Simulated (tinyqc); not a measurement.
Worked calculation: ROHF in the sto-3g basis, for LiH, spin multiplicity 3. One step of it, computed by the program tinyqc.

Task: Iteration 3: building the Fock matrix. J_ij = sum D_kl (ij|kl) with D = D(alpha) + D(beta), K_ij = sum D_kl (ik|jl) for each spin; F = H + J - K(s); E = tr D H + tr D J / 2 - 0.5 sum_s tr D(s) K(s) + E_nn.

D(alpha) after iteration 2, lower triangle:
```
            1Li 1s     1Li 2s   1Li 2px   1Li 2py   1Li 2pz     2H 1s
1Li 1s    1.062725
1Li 2s   -0.260478   1.081799
1Li 2px   0.000000   0.000000  0.000000
1Li 2py   0.000000   0.000000  0.000000  0.000000
1Li 2pz   0.002241  -0.007105  0.000000  0.000000  0.003390
2H 1s     0.031308  -0.141030  0.000000  0.000000  0.057957  0.991328
```

D(beta) after iteration 2, lower triangle:
```
            1Li 1s     1Li 2s   1Li 2px   1Li 2py    1Li 2pz     2H 1s
1Li 1s    0.982420
1Li 2s    0.034077   0.001182
1Li 2px   0.000000   0.000000  0.000000
1Li 2py   0.000000   0.000000  0.000000  0.000000
1Li 2pz   0.000525   0.000018  0.000000  0.000000   0.000000
2H 1s    -0.003238  -0.000112  0.000000  0.000000  -0.000002  0.000011
```

core Hamiltonian H = T + V (hartree), lower triangle:
```
            1Li 1s     1Li 2s    1Li 2px    1Li 2py    1Li 2pz      2H 1s
1Li 1s   -4.587693
1Li 2s   -1.028371  -1.284911
1Li 2px   0.000000   0.000000  -1.045244
1Li 2py   0.000000   0.000000   0.000000  -1.045244
1Li 2pz  -0.004856  -0.056780   0.000000   0.000000  -1.082253
2H 1s    -0.011258  -0.178064   0.000000   0.000000  -0.268033  -1.011376
```

Two-electron integrals (ij|kl) in chemists' order, unique and non-zero (hartree):
```
(11|11) 1.680395   (21|11) 0.265420   (21|21) 0.049941   (22|11) 0.397727
(22|21) 0.092860   (22|22) 0.290562   (31|31) 0.008981   (32|31) 0.013788
(32|32) 0.064184   (33|11) 0.396640   (33|21) 0.092880   (33|22) 0.290497
(33|33) 0.312946   (41|41) 0.008981   (42|41) 0.013788   (42|42) 0.064184
(43|43) 0.016869   (44|11) 0.396640   (44|21) 0.092880   (44|22) 0.290497
(44|33) 0.279207   (44|44) 0.312946   (51|51) 0.008981   (52|51) 0.013788
(52|52) 0.064184   (53|53) 0.016869   (54|54) 0.016869   (55|11) 0.396640
(55|21) 0.092880   (55|22) 0.290497   (55|33) 0.279207   (55|44) 0.279207
(55|55) 0.312946   (61|11) 0.002436   (61|21) 0.000477   (61|22) 0.000958
(61|33) 0.000940   (61|44) 0.000940   (61|51) 0.000080   (61|52) 0.000166
(61|55) 0.000995   (61|61) 0.000006   (62|11) 0.031023   (62|21) 0.007452
(62|22) 0.028658   (62|33) 0.026937   (62|44) 0.026937   (62|51) 0.001001
(62|52) 0.008988   (62|55) 0.032064   (62|61) 0.000095   (62|62) 0.007819
(63|31) 0.000243   (63|32) 0.001720   (63|53) 0.000920   (63|63) 0.000257
(64|41) 0.000243   (64|42) 0.001720   (64|54) 0.000920   (64|64) 0.000257
(65|11) 0.046819   (65|21) 0.011265   (65|22) 0.043753   (65|33) 0.040947
(65|44) 0.040947   (65|51) 0.001550   (65|52) 0.014081   (65|55) 0.049310
(65|61) 0.000144   (65|62) 0.012398   (65|65) 0.019685   (66|11) 0.181598
(66|21) 0.043789   (66|22) 0.179340   (66|33) 0.167615   (66|44) 0.167615
(66|51) 0.004854   (66|52) 0.055436   (66|55) 0.202444   (66|61) 0.000542
(66|62) 0.068396   (66|65) 0.109712   (66|66) 0.774606
```

nuclear repulsion = 0.54479466 hartree

Give: Coulomb J; exchange K(alpha); exchange K(beta); F(alpha); F(beta); total energy of this density.

Result:

Coulomb J (hartree), lower triangle:
```
         1Li 1s  1Li 2s  1Li 2px  1Li 2py  1Li 2pz  2H 1s
1Li 1s    3.925
1Li 2s    0.664   1.262
1Li 2px   0.000   0.000    1.248
1Li 2py   0.000   0.000    0.000    1.248
1Li 2pz   0.005   0.053    0.000    0.000    1.282
2H 1s     0.006   0.158    0.000    0.000    0.246  1.307
```

exchange K(alpha) (hartree), lower triangle:
```
         1Li 1s  1Li 2s  1Li 2px  1Li 2py  1Li 2pz  2H 1s
1Li 1s    1.702
1Li 2s    0.266   0.320
1Li 2px   0.000   0.000    0.072
1Li 2py   0.000   0.000    0.000    0.072
1Li 2pz   0.000   0.006    0.000    0.000    0.094
2H 1s     0.003   0.076    0.000    0.000    0.122  0.770
```

exchange K(beta) (hartree), lower triangle:
```
         1Li 1s  1Li 2s  1Li 2px  1Li 2py  1Li 2pz  2H 1s
1Li 1s    1.669
1Li 2s    0.276   0.056
1Li 2px   0.000   0.000    0.010
1Li 2py   0.000   0.000    0.000    0.010
1Li 2pz   0.000   0.000    0.000    0.000    0.010
2H 1s     0.003   0.001    0.000    0.000    0.000  0.000
```

F(alpha) (hartree), lower triangle:
```
         1Li 1s  1Li 2s  1Li 2px  1Li 2py  1Li 2pz   2H 1s
1Li 1s   -2.364
1Li 2s   -0.631  -0.343
1Li 2px   0.000   0.000    0.131
1Li 2py   0.000   0.000    0.000    0.131
1Li 2pz  -0.001  -0.009    0.000    0.000    0.106
2H 1s    -0.008  -0.096    0.000    0.000   -0.144  -0.474
```

F(beta) (hartree), lower triangle:
```
         1Li 1s  1Li 2s  1Li 2px  1Li 2py  1Li 2pz  2H 1s
1Li 1s   -2.331
1Li 2s   -0.641  -0.079
1Li 2px   0.000   0.000    0.193
1Li 2py   0.000   0.000    0.000    0.193
1Li 2pz   0.000  -0.004    0.000    0.000    0.190
2H 1s    -0.008  -0.021    0.000    0.000   -0.023  0.296
```

total energy of this density = -7.77732 hartree
